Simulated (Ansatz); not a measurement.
## Ansatz (development build ahead of 0.2.0) run

```yaml
crystal:
  periodic: [false, false, false]
  atoms:
    - { symbol: B, position_ang: [0.0, 0.0, 0.0] }
    - { symbol: "N", position_ang: [0.0, 0.0, 1.2103] }
basis:
  gaussian: { orbitals: def2-SVP }
magnetization:
  spin_polarized: true
hamiltonian:
  xc: hf
correlation:
  method: mp2
  frozen_orbitals: { B: 1, "N": 1 }
scf:
  omitted_lower_state_checks: [stability, starts, atomic_configurations, cluster_reference, orbital_swaps, given_window_search, neighbouring_geometries, increment]
```

The input is written out in the form of the current development build from the run's settings.

Results

```json
{
  "Converged": "yes",
  "Reference energy": "-78.81673 hartree",
  "Correlation energy": "-0.26806 hartree",
  "Total energy": "-79.08479 hartree",
  "Spin squared of the determinant": "0.000",
  "Occupied orbitals by symmetry in an Abelian subgroup (alpha; beta)": "4 A1 1 B1 1 B2; 4 A1 1 B1 1 B2"
}
```

Messages of the program:
```
mean field -2144.71253884 eV, -78.8167320640 hartree, gradient 2.2e-6 eV, S^2 0.000000; 0 other ends of a descent, 0 dependent functions left out
```

The reference isn't the lowest determinant (another lies 2.48 eV lower), but the same method gives a higher total on the lower determinant.
